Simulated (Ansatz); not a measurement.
**AlO₂ (quartet): wave-function methods side by side, def2-TZVPP**

An exercise on one series of results from a longer session: the logs are not shown, and one member is left open.

Program: Ansatz 0.2.0, Gaussian basis. Level of theory: def2-TZVPP, core rule «outside noble gas», up to 7 orbitals frozen. These are calculated values, not measurements.

The runs, in order: UHF; ROHF; CCSD(T) on UHF.

## The geometry

The geometry is a PBE0/def2-TZVP stationary point (not a proven minimum).

3 atoms, charge 0, spin multiplicity 4.

Atoms are counted from 1 here; the program's logs count them from 0.

Bond lengths: Al1–O2 1.756 Å, Al1–O3 1.756 Å. Angles: O2–Al1–O3 110.8°.

Coordinates:

```xyz
3

Al    0.00000   -0.54075    0.00000
O     0.00000    0.45597   -1.44584
O     0.00000    0.45597    1.44584
```

The first run:

in.yaml

```yaml
crystal:
  periodic: [false, false, false]
  atoms:
    - {symbol: Al, position_ang: [0.000000, -0.540753, 0.000000]}
    - {symbol: O, position_ang: [0.000000, 0.455965, -1.445843]}
    - {symbol: O, position_ang: [0.000000, 0.455965, 1.445843]}
basis:
  gaussian: {orbitals: def2-TZVPP}
magnetization: {spin_polarized: true, initial_magnetization: 3}
hamiltonian: {xc: hf}
output: {orbitals: {seedname: orbitals}}
```

Launch:

```console
ansatz run in.yaml --threads 1 --pin off --events-out ev --progress --plain --max-ram 4096MiB --backend cpu
```

Among the steps run: UHF; ROHF; CCSD(T) on UHF.

One of the session's tables, all rows but one given; the rest of the session is left out.

```
  method  from UCCSD(T) (meV)
    ROHF                    ?
     UHF             +12368.3
    UMP2              +1069.5
   UCCSD               +385.3
UCCSD(T)                    0
```

**Question.** Estimate the row for ROHF.

The run gave: from UCCSD(T) (meV): +12643.8. In the column «from UCCSD(T) (meV)» it is the highest.

With the free atoms at the same levels and basis (separate runs), the atomisation energy is 6.957 eV at UCCSD(T), 4.941 eV at ROHF.
